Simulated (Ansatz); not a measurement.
Pyrite PtSb2, treated with r²SCAN+rVV10 (plane waves, PAW; Ansatz, an electronic-structure program).

Run with plane-wave cutoff 560 eV, 6×6×6 k mesh, Fermi–Dirac smearing 0.01 eV, scalar-relativistic PAW data made under PBE.

Computed at the level's own relaxed cell.

What does this level give for the direct gap at Γ, smallest direct gap on the k points sampled and band gap?


- direct gap at Γ: 0.61 eV
- smallest direct gap on the k points sampled: 0.24 eV
- band gap: 0.03 eV

Measured, for comparison: band gap 0.11 eV (low temperature, zero-point motion not removed; as tabulated in Saeed et al. (2013), arXiv:1402.4256).

Note: the bulk modulus comes from volumes at which shape and atoms were relaxed.

Spin–orbit coupling is not included; it can close the smallest gap of 0.03 eV.

Computed values are for the static lattice.

The result took roughly 50 core-minutes.
